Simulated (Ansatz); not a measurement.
# CHAlO: the cost of one run

Program: Ansatz 0.2.0, Gaussian basis. Level of theory: def2-TZVPP, core rule «outside noble gas», up to 7 orbitals frozen. These are calculated values, not measurements.

Plan: UHF; ROHF; CCSD(T) on UHF.

2 further runs of the same task are left out: 2 set aside as unsound or not needed.

### Step 1. The geometry

The geometry is a PBE0/def2-TZVP stationary point (not a proven minimum) of the parent state, kept for this charge and spin.

4 atoms, charge 0, spin multiplicity 3.

Atoms are counted from 1 here; the program's logs count them from 0.

Bond lengths: Al1–C2 1.941 Å, C2–O3 1.271 Å, O3–H4 0.981 Å. Angles: Al1–C2–O3 163.8°, C2–O3–H4 112.9°.

Coordinates:

```xyz
4
charge 0, multiplicity 3
Al   -0.00992   -0.16064    2.19888
C     0.14723   -0.10092    0.26535
O    -0.02636   -0.28775   -0.98024
H    -0.11095    0.54931   -1.48399
```

### Step 2. UHF

Contents of in.yaml:

```yaml
crystal:
  periodic: [false, false, false]
  atoms:
    - {symbol: Al, position_ang: [-0.009921, -0.160643, 2.198879]}
    - {symbol: C, position_ang: [0.147232, -0.100915, 0.265352]}
    - {symbol: O, position_ang: [-0.026358, -0.287752, -0.980243]}
    - {symbol: H, position_ang: [-0.110953, 0.549310, -1.483988]}
basis:
  gaussian: {orbitals: def2-TZVPP}
magnetization: {spin_polarized: true, initial_magnetization: 2}
hamiltonian: {xc: hf}
output: {orbitals: {seedname: orbitals}}
```

On the command line:

```bash
> ansatz run in.yaml --threads 1 --pin off --events-out ev --progress --plain --max-ram 4096MiB --backend cpu
```

**Question.** How long does this run take on 1 thread of AMD EPYC 7R13, shared host, and how much memory does it need?

About 6 s, with a peak of 0.27 GiB.
